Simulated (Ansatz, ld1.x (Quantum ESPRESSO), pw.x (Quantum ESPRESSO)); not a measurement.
# What a changed setting does to a pw.x run (bcc Ba)

Potential: norm-conserving Troullier–Martins (Kleinman–Bylander form), ld1.x (Quantum ESPRESSO) 7.5, PBE; core [Xe], reference 5d1 6s1 6p0; waves: 6p (bound, empty): rc 4.20 bohr; 5d (bound): rc 3.65 bohr; 6s (bound): rc 3.85 bohr; local part: the s channel; core correction: a·sin(br)/r model core inside 2.10 bohr.

The reference run (k-mesh 9³, cutoffs 50/200 Ry, Fermi–Dirac 0.01 Ry, mixing_beta 0.4, conv_thr 1e-9, no spin) gives 0.13 GPa at 63.608 Å³/atom, where all-electron LAPW gives 0.01 GPa. This run, with its own iteration cap, changes k-mesh shift to 1.

```
&control
  calculation='scf', prefix='x', pseudo_dir='./', outdir='./tmp', tstress=.true., disk_io='none'
/
&system
  ibrav=0, nat=1, ntyp=1, ecutwfc=50, ecutrho=200, nbnd=8,
  occupations='smearing', smearing='fd', degauss=0.01
/
&electrons
  conv_thr=1e-09, mixing_beta=0.4, electron_maxstep=60
/
ATOMIC_SPECIES
Ba 1.0 Ba.UPF
CELL_PARAMETERS angstrom
  -2.51468688 2.51468688 2.51468688
  2.51468688 -2.51468688 2.51468688
  2.51468688 2.51468688 -2.51468688
ATOMIC_POSITIONS crystal
Ba 0.0000 0.0000 0.0000
K_POINTS automatic
9 9 9 1 1 1
```

```bash
pw.x < Ba.scf.in > Ba.scf.out
```

Problem. How does the run end?

Solution. It converges in 7 iterations; the free energy moves by -0.1 meV/atom and the pressure by +0.00 GPa. The result is that of the reference run.

```
Message from routine setup:
     using ibrav=0 with symmetry is DISCOURAGED, use correct ibrav instead
     lattice parameter (alat)  =       8.2308  a.u.
     unit-cell volume          =     429.2481 (a.u.)^3
     number of electrons       =         2.00
     number of Kohn-Sham states=            8
     kinetic-energy cutoff     =      50.0000  Ry
     charge density cutoff     =     200.0000  Ry
     scf convergence threshold =      1.0E-09
     Exchange-correlation= PBE
     number of k points=    35  Fermi-Dirac smearing, width (Ry)=  0.0100
     iteration #  1     ecut=    50.00 Ry     beta= 0.40
     total energy              =      -8.52870596 Ry
     estimated scf accuracy    <       0.00846050 Ry
     iteration #  2     ecut=    50.00 Ry     beta= 0.40
     total energy              =      -8.52773886 Ry
     estimated scf accuracy    <       0.00278717 Ry
     iteration #  3     ecut=    50.00 Ry     beta= 0.40
     total energy              =      -8.52788065 Ry
     estimated scf accuracy    <       0.00000535 Ry
     iteration #  4     ecut=    50.00 Ry     beta= 0.40
     c_bands:  1 eigenvalues not converged
     c_bands:  1 eigenvalues not converged
     total energy              =      -8.52789016 Ry
     estimated scf accuracy    <       0.00000236 Ry
     iteration #  5     ecut=    50.00 Ry     beta= 0.40
     total energy              =      -8.52789027 Ry
     estimated scf accuracy    <          6.3E-09 Ry
     iteration #  6     ecut=    50.00 Ry     beta= 0.40
     total energy              =      -8.52789028 Ry
     estimated scf accuracy    <          7.8E-09 Ry
     iteration #  7     ecut=    50.00 Ry     beta= 0.40
     the Fermi energy is     1.6426 ev
!    total energy              =      -8.52789028 Ry
     estimated scf accuracy    <          4.8E-12 Ry
     smearing contrib. (-TS)   =      -0.00654221 Ry
     The total energy is F=E-TS. E is the sum of the following terms:
     one-electron contribution =       1.15780521 Ry
     hartree contribution      =       0.00240596 Ry
     xc contribution           =      -8.14991771 Ry
     ewald contribution        =      -1.53164153 Ry
     convergence has been achieved in   7 iterations
          total   stress  (Ry/bohr**3)                   (kbar)     P=        1.26
     Message from routine punch:
     Nothing written, as per user request (disk_io='none')
```

The run took about 9.8 s on one core of a shared host (Neoverse-V1, 64 threads, 495 GiB, load 51).
